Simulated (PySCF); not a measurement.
Isomers of [C4H7S]- (charge -1), mass 87.027 u with the commonest isotopes. Level of theory: PBE0-D3(BJ)/def2-SVP geometry optimisation, gas phase in PySCF. One conformer each, none proved a minimum here; rigid rotors. The geometries of the anions come from a basis without diffuse functions.

Question: Order these by rotational constant C, largest first.
A. `[CH3:1]/[CH:2]=[CH:3]\[CH2:4][S-:5]` (charge -1) with C2–C3–C4–S5 -115°
B. `C/C=C(/C)[S-]`
C. `C[C@@H]1C[C@H]1[S-]`
D. `[CH3:1][CH2:2]/[CH:3]=[CH:4]/[S-:5]` (charge -1) with C1–C2–C3–C4 116°

Answer: B (2059 MHz), C (2006 MHz), A (1714 MHz), D (1382 MHz).

Question: Order these by out-of-plane moment Σ m c² = (Ia + Ib − Ic)/2, largest first.
A. `[CH2:1]=[CH:2][C@H:3]([CH3:4])[S-:5]` (charge -1) with C1–C2–C3–C4 -120°
B. `C[C@@H]1C[C@H]1[S-]`
C. `[CH3:1][CH2:2]/[CH:3]=[CH:4]/[S-:5]` (charge -1) with C1–C2–C3–C4 116°
D. `[CH3:1]/[CH:2]=[CH:3]\[CH2:4][S-:5]` (charge -1) with C2–C3–C4–S5 -115°
E. `C/C=C(/C)[S-]`

Answer: D (18.66 u·Å²), B (12.14 u·Å²), A (11.11 u·Å²), C (10.66 u·Å²), E (3.15 u·Å²).

Question: Order these by rotational constant B, largest first.
A. `[CH2:1]=[CH:2][C@H:3]([CH3:4])[S-:5]` (charge -1) with C1–C2–C3–C4 -120°
B. `[CH3:1][CH2:2]/[CH:3]=[CH:4]/[S-:5]` (charge -1) with C1–C2–C3–C4 116°
C. `[CH3:1]/[CH:2]=[CH:3]\[CH2:4][S-:5]` (charge -1) with C2–C3–C4–S5 -115°
D. `C[C@@H]1C[C@H]1[S-]`
E. `C/C=C(/C)[S-]`

Answer: E (3360 MHz), A (2875 MHz), D (2240 MHz), C (1790 MHz), B (1405 MHz).

| SMILES | point group | Ia (u·Å²) | Ib (u·Å²) | Ic (u·Å²) | κ | μa (D) | μb (D) | μc (D) |
| --- | --- | --- | --- | --- | --- | --- | --- | --- |
| C[C@@H]1C[C@H]1[S-] | C1 | 50.62 | 225.58 | 251.91 | -0.94 | 5.70 | 0.48 | 0.32 |
| CC/C=C/[S-] | C1 | 27.27 | 359.82 | 365.77 | -1.00 | 5.70 | 0.42 | 0.38 |
| C/C=C\C[S-] | C1 | 49.89 | 282.34 | 294.91 | -0.98 | 5.73 | 0.44 | 1.11 |
| C/C=C(/C)[S-] | Cs | 101.27 | 150.43 | 245.40 | -0.11 | 1.47 | 2.46 | 0.00 |
| C=C[C@H](C)[S-] | C1 | 90.56 | 175.81 | 244.14 | -0.54 | 3.11 | 2.28 | 0.07 |
